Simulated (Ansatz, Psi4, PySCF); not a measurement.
Species: methoxymethane, C2H6O (charge 0, singlet). SMILES: COC
Geometry from a B3LYP-D3(BJ)/def2-TZVP (Ansatz, a program for electronic structure) optimisation:
```xyz
9

C      0.0048     1.1709    -0.2006
O      0.0068     0.0028     0.5882
C     -0.0092    -1.1727    -0.1892
H      0.0177     2.0231     0.4773
H      0.8882     1.2176    -0.8515
H     -0.8928     1.2283    -0.8310
H     -0.0065    -2.0184     0.4970
H     -0.9074    -1.2256    -0.8191
H      0.8735    -1.2363    -0.8396
```

Wanted: enthalpy of formation at 298 K, in kcal/mol. Set-up: open shells spin-unrestricted; non-relativistic; 6-311+G** with 5d; no spin-orbit coupling; 6-31G* and kin with 6d, 5d where marked; dispersion terms only where a functional's name holds one; frozen cores in correlated levels. CBS marks a two-point X^-3 extrapolation of the correlation energy; Hartree-Fock from the larger set. [CCSD(T)-MP2]/basis is that difference in the basis named. Ab initio and DFT rows: single points at B3LYP-D3(BJ) geometries (Ansatz), with unscaled harmonic terms from B3LYP/6-31G* at its own minima, enthalpies of formation by atomisation with measured atoms.

Measured values: Active Thermochemical Tables 1.112 (ions: stationary electron), as tabulated in the package chemicals; they hold spin-orbit and core effects, anharmonicity. 

Value to compare with, the measured value: -44.0 kcal/mol.

| level | program | enthalpy of formation at 298 K (kcal/mol) | error |
|---|---|---|---|
| SVWN5/6-31G* | Ansatz | -160.5 | -116.5 |
| BP86/6-31G* (5d) | PySCF | -69.1 | -25.1 |
| B3LYP/6-31G* | Ansatz | -42.2 | 1.8 |
| M06-2X/6-31G* (5d) | PySCF | -45.2 | -1.2 |
| wB97X-D/6-311+G** | Psi4 | -36.7 | 7.3 |
| MP2/3-21G | Ansatz | 75.8 | 119.8 |
| B3PW91/6-31G* (5d) | PySCF | -42.8 | 1.2 |
| PBE/def2-TZVPD | Ansatz | -54.2 | -10.2 |
| M06-2X/def2-TZVPD | PySCF | -43.2 | 0.8 |
| wB97M-V/def2-TZVPD | Ansatz | -43.3 | 0.7 |
| RI-MP2/CBS(aug-cc-pVTZ,aug-cc-pVQZ)+[CCSD(T)-MP2]/aug-cc-pVTZ | Ansatz | -43.7 | 0.3 |

Among the 7 habitual levels, MP2/3-21G lies farthest from the measured value (119.8 kcal/mol); 4 of 7 lie above it, and their mean absolute error is 39.0 kcal/mol, the median 7.3. One case shows no general order.

The levels are drawn from those run, B3LYP/6-31G* more often than the rest, none by its result; runs whose electronic state is in doubt are left out.
